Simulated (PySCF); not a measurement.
methane cation (CH4), SMILES C (connectivity only; charge and spin as stated), charge +1, multiplicity 2. Atoms are numbered in the order given.

```xyz
5

C      0.0000     0.0000     0.0000
H     -0.7469    -0.7469    -0.3753
H     -0.7469     0.7469     0.3753
H      0.7469    -0.7469     0.3753
H      0.7469     0.7469    -0.3753
```
Charge +1, spin multiplicity 2.

Geometry: ωB97X-D3(BJ)/def2-TZVPD. The spin state was assumed, not searched.

These are PBE0/pcH-1 in PySCF values and carry that method's errors.

Unrestricted Kohn–Sham, ⟨S²⟩ = 0.752. Hyperfine tensors hold the contact and dipolar terms, without spin-orbit corrections.

Computed hyperfine couplings:
```tsv
nucleus	A(iso) (MHz)	A(iso) (G)	dipolar principal values (MHz)
13C no. 1	-2.2	-0.8	-67.7, -67.7, 135.3
1H no. 2	223.5	79.8	-31.2, -23.1, 54.4
1H no. 3	223.5	79.8	-31.2, -23.1, 54.4
1H no. 4	223.5	79.8	-31.2, -23.1, 54.4
1H no. 5	223.5	79.8	-31.2, -23.1, 54.4
```

Problem. And the g tensor (effective nuclear charges for spin-orbit coupling, GIAO)? (The exact figures need the calculation; the answer reports its results.)

Solution. principal values 2.0022, 2.0032, 2.0032; isotropic 2.0029.
